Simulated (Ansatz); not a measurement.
# AlH5S: the cost of one run

The runs use Ansatz 0.2.0, Gaussian basis; PBE0-D4, def2-SVP first, then def2-TZVP.

128 further runs of the same task are left out: 128 set aside as unsound or not needed.

## Step 1: Starting geometry

The guess: 7 atoms, charge 0, spin multiplicity 1.

Atoms are counted from 1 here; the program's logs count them from 0.

Bond lengths: Al1–H3 1.537 Å, Al1–H4 1.541 Å, Al1–S6 2.636 Å, S6–H7 1.332 Å. Angles: H3–Al1–H4 119.5°, H3–Al1–S6 119.5°, H4–Al1–S6 109.2°, Al1–S6–H7 87.5°.

Coordinates:

```xyz
7
charge 0, multiplicity 1
Al   -0.7885   -0.5201   -0.1549
H     0.6104   -0.7296    1.2644
H    -1.1176   -1.8230   -0.9019
H    -1.9263    0.4515    0.2138
H     1.0647   -0.1433    0.6201
S     1.3475    0.8643   -0.8419
H     0.8098    1.9003   -0.1995
```

Distances that are to change: Al1–S6 2.64 Å, H2–H5 0.98 Å, Al1–H2 2.00 Å, H5–S6 1.80 Å.

## Step 2: Relaxing the guess with the reacting distances held

hold/in.yaml reads:

```yaml
crystal:
  periodic: [false, false, false]
  atoms:
    - {symbol: Al, position_ang: [-0.788500, -0.520100, -0.154900]}
    - {symbol: H, position_ang: [0.610400, -0.729600, 1.264400]}
    - {symbol: H, position_ang: [-1.117600, -1.823000, -0.901900]}
    - {symbol: H, position_ang: [-1.926300, 0.451500, 0.213800]}
    - {symbol: H, position_ang: [1.064700, -0.143300, 0.620100]}
    - {symbol: S, position_ang: [1.347500, 0.864300, -0.841900]}
    - {symbol: H, position_ang: [0.809800, 1.900300, -0.199500]}
basis:
  gaussian: {orbitals: def2-SVP}
hamiltonian: {xc: pbe0, dispersion: d4}
relax: {f_tol: 0.08, max_steps: 120, escape_saddle: false, constraints: [{distance: [0, 5]}, {distance: [1, 4]}, {distance: [0, 1]}, {distance: [4, 5]}]}
```

Command:

```bash
$ ansatz run in.yaml --threads 2 --pin off --events-out ev --progress --plain --max-ram 4352MiB
```

**Question.** How long does this run take on 2 threads of Arm Neoverse V1, shared host?

About 6 s.
